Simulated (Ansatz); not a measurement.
A calculation on hcp Y returned lattice constant a 3.617 Å, lattice parameter c 5.649 Å.

For reference: lattice constant a 3.648 Å (measured, 293 K, not corrected to a static lattice; as tabulated in Wikipedia's data pages); lattice parameter c 5.732 Å (measured, 293 K, not corrected to a static lattice; as tabulated in Wikipedia's data pages).

Question: Which level of theory produced these numbers?
(A) PBE (Ansatz, a program for electronic structure)
(B) LDA (Ansatz)
(C) HSE06 (Ansatz)
(D) PBE-D4 (Ansatz)

Answer: D, PBE-D4 (Ansatz)

The others give: PBE 3.656 Å, 5.681 Å; HSE06 3.695 Å, 5.703 Å; LDA 3.541 Å, 5.514 Å.

Unless a cell is named, each level is at its own relaxed cell (HSE06 33.72, LDA 29.94, PBE 32.88, PBE-D4 32.01 Å³/atom).

The crystal itself was run without spin with HSE06; a magnetic state was not tried in these runs.

Ansatz's density-functional and Hartree–Fock values are scalar-relativistic unless marked +SOC, with PAW data made under PBE.
